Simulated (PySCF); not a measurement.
B3LYP has the VWN-RPA correlation part, as in Gaussian. 

## C5H5N, SMILES `c1ccncc1` (charge 0, multiplicity 1)

The numbers are results of B3LYP-D3(BJ)/def2-TZVP // BP86-D3(BJ)/def2-SVP (PySCF 2.14.0), not measurements.

```
Quantity                         Result
-------------  ------------------------
HOMO                           -7.21 eV
dipole moment                    2.24 D
LUMO                           -1.12 eV
HOMO–LUMO gap                   6.09 eV
total energy               -248.3937 Ha
cost           roughly 2.7 core-minutes
```

```xyz
11

C      1.1209    -0.4334    -0.0171
C      0.0151    -1.2987    -0.0104
C     -1.2744    -0.7360     0.0098
N     -1.5110     0.5879     0.0231
C     -0.4436     1.4061     0.0164
C      0.8878     0.9514    -0.0034
H      2.1480    -0.8317    -0.0329
H      0.1456    -2.3922    -0.0206
H     -2.1646    -1.3920     0.0156
H     -0.6583     2.4908     0.0275
H      1.7218     1.6705    -0.0079
```
Charge 0, spin multiplicity 1.
